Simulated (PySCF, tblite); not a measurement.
**C₄H₅P: dynamics, then NMR shifts on frames**

Aim: move C₄H₅P (`C=CP1C=C1`) away from its starting geometry and see how NMR shifts follow the geometry.

The runs use tblite 0.8.0 and PySCF 2.14.0, with density-fitted response routines of our own; the level of theory stands in each step. All values are computed, except where a source is named. Atoms are numbered from 0 throughout.

**1. The molecule as given**

10 atoms, charge 0, multiplicity 1; geometry from: GFN2-xTB.

Bonds of the start (Å): C0–C1 1.32, C1–P2 1.83, P2–C3 1.84, C3–C4 1.31, C4–P2 1.84, C0–H5 1.08, C0–H6 1.08, C1–H7 1.09, C3–H8 1.07, C4–H9 1.07.

**2. Dynamics with GFN2-xTB**

Job settings and geometry (Å):

```
{"job": {"kind": "md", "xc": "GFN2-xTB", "basis": "xTB", "temperature": 400, "steps": 2000, "every": 50, "frames": 5}, "charge": 0, "multiplicity": 1}
C     -2.142462     0.069998    -0.047405
C     -0.833113     0.118282    -0.243364
P      0.365147    -0.430841     1.026124
C      1.861898     0.470958     0.440385
C      1.828922    -0.737761    -0.051464
H     -2.555825    -0.298756     0.877503
H     -2.851642     0.392362    -0.793514
H     -0.418726     0.489779    -1.175413
H      2.416099     1.381464     0.491251
H      2.338585    -1.450829    -0.660338
```

Level: GFN2-xTB Langevin dynamics, gas phase.

Run with:

```console
> OMP_NUM_THREADS=1 python probes_run.py task.json out
```

One launch serves the whole session: the jobs run in the order shown.

Log:

```text
t/fs     T/K      E/eV
    0.0   339.0   -367.12974
   25.0   205.3   -366.87108
   50.0   326.1   -366.87823
   75.0   435.4   -366.93601
  100.0   457.8   -366.79171
  125.0   274.8   -366.76832
  150.0   315.6   -366.78035
  175.0   256.2   -366.86051
  200.0   188.0   -366.68503
  225.0   394.5   -366.74105
  250.0   339.7   -366.75749
  275.0   315.6   -366.71049
  300.0   314.6   -366.79649
  325.0   303.0   -366.78555
  350.0   389.7   -366.72669
  375.0   376.3   -366.76465
  400.0   394.8   -366.76716
  425.0   414.4   -366.72090
  450.0   424.1   -366.81657
  475.0   336.4   -366.57736
  500.0   496.0   -366.78371
  525.0   289.4   -366.31661
  550.0   547.2   -366.57040
  575.0   374.3   -366.49715
  600.0   419.9   -366.67036
  625.0   458.3   -366.75251
  650.0   291.2   -366.41662
  675.0   534.1   -366.70075
  700.0   586.1   -366.62522
  725.0   538.6   -366.47997
  750.0   656.3   -366.71489
  775.0   488.9   -366.58586
  800.0   376.5   -366.55972
  825.0   452.3   -366.64295
  850.0   459.2   -366.73859
  875.0   451.5   -366.35944
  900.0   525.9   -366.45491
  925.0   477.7   -366.32878
  950.0   645.6   -366.50620
  975.0   345.6   -366.28265
 1000.0   548.8   -366.65629
```

It took 5.5 s on 1 thread, shared host.

Distance from the start (root mean square after alignment): 0 fs 0.00 Å, 200 fs 0.31 Å, 400 fs 0.16 Å, 600 fs 0.19 Å, 800 fs 0.76 Å, 1000 fs 0.50 Å.

Positions (Å) and forces (eV/Å) at 1000 fs:

```xyz
10

C    -2.645    0.283   -0.238    0.023   -0.728    0.196
C    -1.696   -0.286    0.503    0.240   -0.167    0.035
P    -0.568    0.740    1.566   -2.469    1.554   -0.362
C     0.935    0.516    0.586    1.175    1.059   -2.282
C     0.868   -0.270    1.619    1.735   -1.253    1.249
H    -2.710    1.360   -0.185   -0.347   -0.099   -0.098
H    -3.387   -0.267   -0.855    0.819    0.494    0.449
H    -1.399   -1.345    0.535   -0.647    0.284   -0.250
H     1.445    0.888   -0.359   -0.632   -0.806    1.694
H     1.402   -0.775    2.406    0.103   -0.338   -0.630
```

**3. Nuclear shieldings: 250 fs, PBE0/pcSseg-1**

Job settings and geometry (Å):

```
{"job": {"kind": "nmr", "xc": "PBE0", "basis": "pcSseg-1", "pop": false}, "charge": 0, "multiplicity": 1}
C     -2.171300     0.057100    -0.275500
C     -0.879000     0.266500    -0.052200
P      0.226000    -0.477400     1.108100
C      1.789000     0.370400     0.527300
C      1.620800    -0.757100    -0.103200
H     -2.861300    -0.644800     0.155000
H     -2.653300     0.672700    -1.002900
H     -0.329900     0.930000    -0.759100
H      2.307500     1.251300     0.587200
H      1.791600    -1.540900    -0.758000
```

Level: GIAO PBE0/pcSseg-1 NMR shielding, non-relativistic, gas phase.

Log:

```text
coarse grid: 9072 points
cycle   1  E = -496.2460311365  dE =  7.154e-01  |g| = 3.169e-01  |ddm| = 3.159e+00
cycle   2  E = -496.2477929154  dE = -1.762e-03  |g| = 3.108e-01  |ddm| = 6.044e-01
cycle   3  E = -496.2734759359  dE = -2.568e-02  |g| = 3.490e-02  |ddm| = 3.252e-01
cycle   4  E = -496.2737503796  dE = -2.744e-04  |g| = 1.760e-02  |ddm| = 7.653e-02
cycle   5  E = -496.2738232897  dE = -7.291e-05  |g| = 6.119e-03  |ddm| = 2.459e-02
cycle   6  E = -496.2738335056  dE = -1.022e-05  |g| = 2.028e-03  |ddm| = 9.986e-03
cycle   7  E = -496.2738344156  dE = -9.100e-07  |g| = 5.980e-04  |ddm| = 2.542e-03
final grid: 83624 points
cycle   8  E = -496.3057307691  dE = -1.966e-05  |g| = 7.120e-03  |ddm| = 2.773e-02
cycle   9  E = -496.3057226714  dE =  8.098e-06  |g| = 8.880e-03  |ddm| = 1.886e-02
cycle  10  E = -496.3057441534  dE = -2.148e-05  |g| = 1.148e-03  |ddm| = 1.239e-02
cycle  11  E = -496.3057445283  dE = -3.749e-07  |g| = 2.397e-04  |ddm| = 1.672e-03
cycle  12  E = -496.3057445405  dE = -1.224e-08  |g| = 1.142e-04  |ddm| = 3.772e-04
cycle  13  E = -496.3057445437  dE = -3.217e-09  |g| = 3.368e-05  |ddm| = 1.434e-04
cycle  14  E = -496.3057445440  dE = -3.065e-10  |g| = 6.622e-06  |ddm| = 4.876e-05
converged SCF energy = -496.3057445440

GIAO shielding tensors (ppm)
atom      isotropic    diamagn.    paramagn.     s11        s22        s33       span
  0 C       57.477     251.292    -193.815    -58.761     57.441    173.751    232.511
  1 C       23.384     263.260    -239.876    -87.459     42.693    114.920    202.379
  2 P      588.786     963.497    -374.711    281.354    328.841   1156.165    874.811
  3 C       58.760     259.410    -200.650    -65.739     59.276    182.744    248.483
  4 C       55.070     259.654    -204.584    -66.465     48.114    183.561    250.026
  5 H       25.602      30.141      -4.539     22.349     25.792     28.667      6.318
  6 H       26.454      30.054      -3.600     23.051     25.056     31.255      8.204
  7 H       25.850      33.064      -7.214     21.539     24.448     31.564     10.026
  8 H       23.969      33.855      -9.886     20.446     24.909     26.553      6.107
  9 H       23.298      33.777     -10.480     19.979     24.162     25.752      5.773
```

Run time: 8.6 s. Hardware: 1 thread, shared host.

Shifts follow as δ = σ(reference) − σ, with reference shieldings (ppm) from runs at the same level and on the same kind of geometry: ¹H TMS 31.72, ¹³C TMS 186.9, ³¹P H3PO4 318.4. The references are single molecules in the gas phase, so shifts against H2O, NH3, PH3, H3PO4 or CFCl3 are not on the usual liquid scales and can be off by tens of ppm. Each atom is listed at this fixed geometry, with no averaging over motion; a spectrum would average atoms that exchange fast.

```
atoms                                     environment  σ (ppm)  δ (ppm)
   C1                                       alkene CH     23.4    163.5
   C4                                       alkene CH     55.1    131.9
   C0                            terminal =CH2 carbon     57.5    129.4
   C3                                       alkene CH     58.8    128.2
   H9                        hydrogen on an alkene CH    23.30     8.42
   H8                        hydrogen on an alkene CH    23.97     7.75
   H5              hydrogen on a terminal =CH2 carbon    25.60     6.11
   H7                        hydrogen on an alkene CH    25.85     5.87
   H6              hydrogen on a terminal =CH2 carbon    26.45     5.26
   P2  phosphorus bonded to 3 C, in a 3-membered ring    588.8   -270.4
```

Ring of atoms P2, C3, C4: NICS(0) -26.7, NICS(1) -7.4, NICS(1)zz -18.5 ppm (means of both faces; NICS(1) differs between them: -9.2 and -5.5).

In rings of three or four atoms NICS is ruled by the nearby σ bonds, so it says little on aromaticity.

Orbitals, density, ELF and potential are computed afterwards from the orbital file.

Frontier orbitals at PBE0/pcSseg-1, with the share of their density that lies nearest to each atom:

```
orbital  energy (eV)                                       lies on
   HOMO        -6.94  P2 27 %; C0, C1, C3 about 15 % each; C4 10 %
   LUMO        -0.95      C3, C4 about 20 % each; C0 16 %; C1 12 %
```

ELF in a plane through or near 5 of the atoms.

Values, 10 rows by 14 columns:
```
0.00 0.00 0.00 0.00 0.00 0.00 0.00 0.00 0.00 0.00 0.00 0.00 0.00 0.00
0.00 0.00 0.00 0.00 0.00 0.00 0.00 0.00 0.00 0.00 0.00 0.00 0.00 0.00
0.00 0.00 0.01 0.68 0.68 0.02 0.00 0.01 0.03 0.02 0.00 0.00 0.00 0.00
0.00 0.00 0.31 0.99 0.99 0.33 0.03 0.37 0.36 0.22 0.18 0.09 0.00 0.00
0.00 0.00 0.08 0.69 0.41 0.62 0.09 0.71 0.43 0.71 0.78 0.49 0.02 0.00
0.00 0.00 0.17 0.64 0.90 0.66 0.30 0.79 0.62 0.20 0.48 0.25 0.01 0.00
0.00 0.00 0.12 0.46 0.58 0.74 0.65 0.27 0.34 0.48 0.87 0.69 0.02 0.00
0.00 0.00 0.01 0.09 0.47 0.25 0.16 0.05 0.02 0.05 0.11 0.04 0.00 0.00
0.00 0.00 0.00 0.00 0.01 0.00 0.00 0.00 0.00 0.00 0.00 0.00 0.00 0.00
0.00 0.00 0.00 0.00 0.00 0.00 0.00 0.00 0.00 0.00 0.00 0.00 0.00 0.00
```
The map spans 10.5 Å across and 8.3 Å up, centred on the molecule. Atoms in the plane (x, y in Å): C0 (2.1, 0.0), C1 (0.8, 0.2), C3 (-1.9, 0.5), C4 (-1.7, -0.7), H8 (-2.4, 1.4).

On the surface of density 0.002 e/bohr³ the electrostatic potential runs, from the 1st to the 99th percentile, from -0.93 V near P2 to 1.31 V near H9.

**4. Nuclear shieldings: 425 fs, PBE0/pcSseg-1**

Job settings and geometry (Å):

```
{"job": {"kind": "nmr", "xc": "PBE0", "basis": "pcSseg-1", "pop": false}, "charge": 0, "multiplicity": 1}
C     -2.170300     0.034800    -0.242000
C     -0.837400    -0.153200    -0.390200
P      0.184400    -0.266500     1.252700
C      1.833600     0.102800     0.468100
C      1.687900    -1.133100     0.708800
H     -2.547600    -0.227300     0.684400
H     -2.836400     0.283500    -1.019500
H     -0.354000     0.103900    -1.343300
H      2.467100     0.830800     0.006100
H      2.101200    -2.133900     0.564100
```

Method: GIAO PBE0/pcSseg-1 NMR shielding, non-relativistic, gas phase.

Log:

```text
coarse grid: 9072 points
cycle   1  E = -496.2452920008  dE =  6.181e-01  |g| = 3.451e-01  |ddm| = 3.080e+00
cycle   2  E = -496.2450110440  dE =  2.810e-04  |g| = 3.448e-01  |ddm| = 6.115e-01
cycle   3  E = -496.2761481935  dE = -3.114e-02  |g| = 4.031e-02  |ddm| = 3.570e-01
cycle   4  E = -496.2765695373  dE = -4.213e-04  |g| = 2.097e-02  |ddm| = 9.894e-02
cycle   5  E = -496.2766890329  dE = -1.195e-04  |g| = 6.150e-03  |ddm| = 2.929e-02
cycle   6  E = -496.2766982689  dE = -9.236e-06  |g| = 2.415e-03  |ddm| = 8.489e-03
final grid: 83624 points
cycle   7  E = -496.3088566340  dE = -1.348e-05  |g| = 8.066e-03  |ddm| = 2.246e-02
cycle   8  E = -496.3088382393  dE =  1.839e-05  |g| = 1.155e-02  |ddm| = 1.915e-02
cycle   9  E = -496.3088735236  dE = -3.528e-05  |g| = 1.722e-03  |ddm| = 1.228e-02
cycle  10  E = -496.3088742888  dE = -7.652e-07  |g| = 1.970e-04  |ddm| = 1.434e-03
cycle  11  E = -496.3088742989  dE = -1.012e-08  |g| = 7.226e-05  |ddm| = 3.583e-04
cycle  12  E = -496.3088743003  dE = -1.369e-09  |g| = 2.305e-05  |ddm| = 1.276e-04
cycle  13  E = -496.3088743004  dE = -1.469e-10  |g| = 6.989e-06  |ddm| = 3.750e-05
converged SCF energy = -496.3088743004

GIAO shielding tensors (ppm)
atom      isotropic    diamagn.    paramagn.     s11        s22        s33       span
  0 C       47.219     253.713    -206.494    -88.099     60.878    168.878    256.977
  1 C        7.612     259.808    -252.196   -109.162     22.052    109.946    219.108
  2 P      541.220     963.078    -421.858    230.098    269.034   1124.528    894.430
  3 C       56.460     259.460    -202.999    -85.664     74.298    180.747    266.411
  4 C       59.612     261.640    -202.027    -74.736     73.544    180.030    254.766
  5 H       26.051      32.235      -6.183     20.228     26.491     31.436     11.208
  6 H       25.861      30.536      -4.675     21.634     26.048     29.901      8.267
  7 H       25.304      32.686      -7.382     21.194     25.622     29.096      7.902
  8 H       23.388      32.368      -8.981     20.273     24.733     25.157      4.884
  9 H       23.404      31.299      -7.896     21.614     23.460     25.136      3.523
```

It took 5.9 s on 1 thread, shared host.

Key values: δ C1 179.3, C0 139.7, C3 130.5, C4 127.3, H8 8.33, H9 8.31 ppm.

[end of part 1 of 2]
